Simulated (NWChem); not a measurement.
All runs are NWChem calculations. System: Na, charge 0, spin multiplicity 2. Its SCF solution wasn't tested for a lower state. Level: UMP2/def2-TZVP, 1 core orbitals frozen.

Output (cleaned and shortened):

```
             Northwest Computational Chemistry Package (NWChem) 7.3.0
             --------------------------------------------------------

                                NWChem Input Module
                                -------------------

 Scaling coordinates for geometry "geometry" by  1.889725989
 (inverse scale =  0.529177249)

                             Geometry "geometry" -> ""
                             -------------------------

 Output coordinates in angstroms (scale by  1.889725989 to convert to a.u.)

  No.       Tag          Charge          X              Y              Z
 ---- ---------------- ---------- -------------- -------------- --------------
    1 Na                  11.0000     0.00000000     0.00000000     0.00000000

 Effective nuclear repulsion energy (a.u.)       0.0000000000

            Nuclear Dipole moment (a.u.)
            ----------------------------
        X                 Y               Z
 ---------------- ---------------- ----------------
     0.0000000000     0.0000000000     0.0000000000

      Symmetry information
      --------------------

 Group name             D2h
 Group number             26
 Group order               8
 No. of unique centers     1

      Symmetry unique atoms

     1


 Summary of "ao basis" -> "" (spherical)
 ------------------------------------------------------------------------------
       Tag                 Description            Shells   Functions and Types
 ---------------- ------------------------------  ------  ---------------------
 *                         def2-tzvp                  on all atoms

 Summary of "ao basis" -> "ao basis" (spherical)
 ------------------------------------------------------------------------------
       Tag                 Description            Shells   Functions and Types
 ---------------- ------------------------------  ------  ---------------------
 Na                        def2-tzvp                12       32   5s4p3d

                                 NWChem SCF Module
                                 -----------------

  ao basis        = "ao basis"
  functions       =    32
  atoms           =     1
  alpha electrons =     6
  beta  electrons =     5
  charge          =   0.00
  wavefunction    = UHF
  use symmetry    = T
  symmetry adapt  = T

 Summary of "ao basis" -> "ao basis" (spherical)
 ------------------------------------------------------------------------------
       Tag                 Description            Shells   Functions and Types
 ---------------- ------------------------------  ------  ---------------------
 Na                        def2-tzvp                12       32   5s4p3d

      Symmetry analysis of basis
      --------------------------

        ag         11
        au          0
        b1g         3
        b1u         4
        b2g         3
        b2u         4
        b3g         3
        b3u         4

 Forming initial guess at       0.1s

   Symmetry analysis of molecular orbitals - initial alpha
   -------------------------------------------------------

  Numbering of irreducible representations:

     1 ag          2 au          3 b1g         4 b1u         5 b2g
     6 b2u         7 b3g         8 b3u

  Orbital symmetries:

     1 ag          2 ag          3 b2u         4 b3u         5 b1u
     6 ag          7 b1u         8 b2u         9 b3u        10 ag
    11 b2u        12 b3u        13 b1u        14 ag         15 b2g
    16 b3g

   Symmetry analysis of molecular orbitals - initial beta
   ------------------------------------------------------

  Numbering of irreducible representations:

     1 ag          2 au          3 b1g         4 b1u         5 b2g
     6 b2u         7 b3g         8 b3u

  Orbital symmetries:

     1 ag          2 ag          3 b3u         4 b2u         5 b1u
     6 ag          7 b2u         8 b3u         9 b1u        10 ag
    11 b2u        12 b3u        13 b1u        14 ag         15 ag
    16 b1g

 Starting SCF solution at       0.1s

 ----------------------------------------------
         Quadratically convergent UHF

 Convergence threshold     :          1.000E-07
 Maximum no. of iterations :          100
 Integral*density screening:          1.000E-09
[...]
 Vector    6  Occ=0.000000D+00  E= 1.346735D-02  Symmetry=ag
              MO Center= -3.1D-21, -3.9D-20, -2.4D-23, r^2= 1.2D+01
   Bfn.  Coefficient  Atom+Function         Bfn.  Coefficient  Atom+Function
  ----- ------------  ---------------      ----- ------------  ---------------
     5      1.103745  1 Na s

 Vector    7  Occ=0.000000D+00  E= 6.063735D-02  Symmetry=b1u
              MO Center= -1.7D-39, -1.7D-39,  6.4D-23, r^2= 1.3D+01
   Bfn.  Coefficient  Atom+Function         Bfn.  Coefficient  Atom+Function
  ----- ------------  ---------------      ----- ------------  ---------------
    14      1.094565  1 Na pz

 Vector    8  Occ=0.000000D+00  E= 6.063735D-02  Symmetry=b2u
              MO Center=  5.8D-36,  1.4D-20,  4.2D-37, r^2= 1.3D+01
   Bfn.  Coefficient  Atom+Function         Bfn.  Coefficient  Atom+Function
  ----- ------------  ---------------      ----- ------------  ---------------
    13      1.094565  1 Na py

 center of mass
 --------------
 x =   0.00000000 y =   0.00000000 z =   0.00000000

 moments of inertia (a.u.)
 ------------------
           0.000000000000           0.000000000000           0.000000000000
           0.000000000000           0.000000000000           0.000000000000
           0.000000000000           0.000000000000           0.000000000000

  Mulliken analysis of the total density
  --------------------------------------

    Atom       Charge   Shell Charges
 -----------   ------   -------------------------------------------------------
    1 Na  11    11.00   2.00  0.67  1.32  0.74  0.27  5.07  0.92 -0.00  0.01  0.00  0.00 -0.00

  Mulliken analysis of the alpha density
  --------------------------------------

    Atom       Charge   Shell Charges
 -----------   ------   -------------------------------------------------------
    1 Na  11     6.00   1.00  0.34  0.65  0.74  0.27  2.53  0.46 -0.00  0.01  0.00  0.00 -0.00

   Mulliken analysis of the beta density
   -------------------------------------

    Atom       Charge   Shell Charges
 -----------   ------   -------------------------------------------------------
    1 Na  11     5.00   1.00  0.33  0.67  0.00 -0.00  2.54  0.46 -0.00  0.00  0.00  0.00 -0.00

   Mulliken analysis of the spin density
   -------------------------------------

    Atom       Charge   Shell Charges
 -----------   ------   -------------------------------------------------------
    1 Na  11     1.00   0.00  0.01 -0.01  0.74  0.27 -0.01  0.00 -0.00  0.00 -0.00 -0.00  0.00

       Multipole analysis of the density wrt the origin
       ------------------------------------------------

     L   x y z        total         alpha         beta         nuclear
     -   - - -        -----         -----         ----         -------
     0   0 0 0     -0.000000     -6.000000     -5.000000     11.000000

     1   1 0 0      0.000000     -0.000000      0.000000      0.000000
     1   0 1 0     -0.000000      0.000000     -0.000000      0.000000
     1   0 0 1     -0.000000      0.000000     -0.000000      0.000000

     2   2 0 0     -9.085734     -8.011379     -1.074355      0.000000
     2   1 1 0      0.000000      0.000000      0.000000      0.000000
     2   1 0 1      0.000000      0.000000      0.000000      0.000000
     2   0 2 0     -9.085734     -8.011379     -1.074355      0.000000
     2   0 1 1      0.000000      0.000000      0.000000      0.000000
     2   0 0 2     -9.085734     -8.011379     -1.074355      0.000000

                   NWChem MP2 Semi-direct Energy/Gradient Module
                   ---------------------------------------------

  Basis functions       =     32
  Molecular orbitals    =     32
  Frozen core           =      1
  Frozen virtuals       =      0
  Active alpha occupied =      5
  Active beta occupied  =      4
  Active alpha virtual  =     26
  Active beta virtual   =     27
  Use MO symmetry       = T
  Use skeleton AO sym   = T

  AO/Fock/Back tols     =   1.0D-09  1.0D-09  1.0D-09

 GA uses MA = F    GA memory limited = T

 Available:
  local mem=  1.26D+08
 global mem=  1.44D+08
 local disk=  0.00D+00
  mp2_memr nvloc                    26
  nvloc new                    26
   1 passes of   5:        3145728                       5403                    235178.
   1 passes of   5: M    126154787           G      144177152           F     123009059.

 Semi-direct pass number   1 of   1  for UHF alpha       at        0.3s
  vrange nnbf                   528
  mp2_eaftype                    10  avail_ma_in_mb                  1099
 EAF : mp2_eaftype filesize          10     117589.
  mp2_eaf for mointskh                     10
Node 0 wrote      0.5 Mb in      0.0 s     Agg I/O rate:   753.8 Mb/s
 Done moints_semi at        0.5s
  mp2_eaftype                    10  avail_ma_in_mb                  1089
 EAF : mp2_eaftype filesize          10     117589.
  mp2_eaf for kh                    10
 Done maket at        0.5s
 Done multipass loop at        0.5s

 GA uses MA = F    GA memory limited = T

 Available:
  local mem=  1.26D+08
 global mem=  1.44D+08
 local disk=  0.00D+00
  mp2_memr nvloc                    27
  nvloc new                    27
   1 passes of   4:        3145728                       4842                    195684.
   1 passes of   4: M    126154787           G      144177152           F     123009059.

 Semi-direct pass number   1 of   1  for UHF beta        at        0.5s
  vrange nnbf                   528
  mp2_eaftype                    10  avail_ma_in_mb                  1099
 EAF : mp2_eaftype filesize          10      97842.
  mp2_eaf for mointskh                     10
Node 0 wrote      0.5 Mb in      0.0 s     Agg I/O rate:   768.0 Mb/s
 Done moints_semi at        0.6s
  mp2_eaftype                    10  avail_ma_in_mb                  1089
 EAF : mp2_eaftype filesize          10      97842.
  mp2_eaf for kh                    10
 Done maket at        0.6s
 Done multipass loop at        0.6s

          -------------------------------------------
          SCF energy                -161.851853501328
          Correlation energy          -0.163701500382
          Singlet pairs                0.000000000000
          Triplet pairs                0.000000000000
          Total MP2 energy          -162.015555001710
          -------------------------------------------

          ---------------------------------------------------
                    Spin Component Scaled (SCS) MP2
          Same spin pairs                     -0.046092913698
          Same spin scaling factor             0.333333333333
          Opposite spin pairs                 -0.117608586684
          Opposite spin scaling fact.          1.200000000000
          SCS-MP2 correlation energy          -0.156494608587
          Total SCS-MP2 energy              -162.008348109915
          ---------------------------------------------------

 -----------------------
 Performance information
 -----------------------

 Timer overhead =  2.35D-07 seconds/call

               Nr. of calls         CPU time (s)                 Wall time (s)                GFlops
             ---------------    -------------------     ------------------------------   -------------------
Name         Min   Avg   Max    Min     Avg     Max     Min     Avg     Max   Mx/calls   Min     Max     Sum
mp2: moin     2     2     2   0.35    0.35    0.35     0.35    0.35    0.35    0.17      0.0     0.0     0.0
mp2: make     2     2     2   1.69E-2 1.69E-2 1.69E-2  1.69E-2 1.69E-2 1.69E-2 8.46E-3   0.0     0.0     0.0
mp2: tota     1     1     1   0.41    0.41    0.41     0.41    0.41    0.41    0.41      0.0     0.0     0.0

 The average no. of pstat calls per process was 5.00D+00
 with a timing overhead of 1.18D-06s

 Task  times  cpu:        0.6s     wall:        0.6s

 Total times  cpu:        0.7s     wall:        0.7s
```

Write an NWChem input that would produce this output.

One answer among several that fit: 
```
start mol
memory heap 200 mb stack 900 mb global 1100 mb
geometry units angstroms nocenter noautoz
  Na     0.000000     0.000000     0.000000
  symmetry group D2h
end
basis spherical
  * library def2-tzvp
end
scf
  uhf
  nopen 1
  maxiter 100
  thresh 1e-7
  semidirect memsize 60000000 filesize 0
  # guess.movecs holds the orbitals of an unrestricted PBE0 run
  vectors input guess.movecs output mol.movecs
end
mp2
  freeze core 1
end
task mp2 energy
```
